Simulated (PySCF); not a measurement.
Compound: H₄OSi.
Z-matrix (Å and degrees, PBE0-D3(BJ)/def2-SVP geometry), rows numbered from 1:
```
O 
Si  1  1.6651
H   1  0.9611  2  116.92
H   2  1.4975  1  111.97  3    60.64
H   2  1.4975  1  111.95  3   -60.45
H   2  1.4874  1  106.27  3  -179.91
```

Method: MP2 and CCSD/aug-cc-pVDZ in PySCF, restricted Hartree–Fock reference, 6 core orbitals frozen, non-relativistic, gas phase, PBE0-D3(BJ)/def2-SVP geometry.

E(HF) = -366.16483 Eh.

**Question.** How large is the problem?

**Answer.** 86 basis functions and 26 electrons; 6 orbitals frozen, which leaves o = 7 correlated occupied and v = 73 virtual orbitals. That is o·v = 511 singles and o·v(o·v + 1)/2 = 130816 distinct closed-shell doubles amplitudes before symmetry; the costliest CCSD step grows as o²v⁴ = 1.4 × 10^9.

**Question.** What are the MP2 and CCSD correlation energies?

**Answer.** MP2 -0.3173 Eh and CCSD -0.3452 Eh, which gives totals of -366.48211 and -366.50998 Eh. That is 0.671 eV for each correlated electron at CCSD (906 kJ/mol in all, 0.094 % of the total energy); MP2 gives 91.9 % of the CCSD value.

**Question.** What is the T1 diagnostic?

**Answer.** 0.0123, below the customary warning level of 0.02. It is the norm of the spatial-orbital singles amplitudes over the root of the number of correlated electrons, so the norm is 0.046.

**Question.** How does correlation change the dipole moment?

**Answer.** HF gives 1.40 D and CCSD (unrelaxed density) 1.28 D, a change of -0.12 D.

No triples correction and no basis-set extrapolation were made.
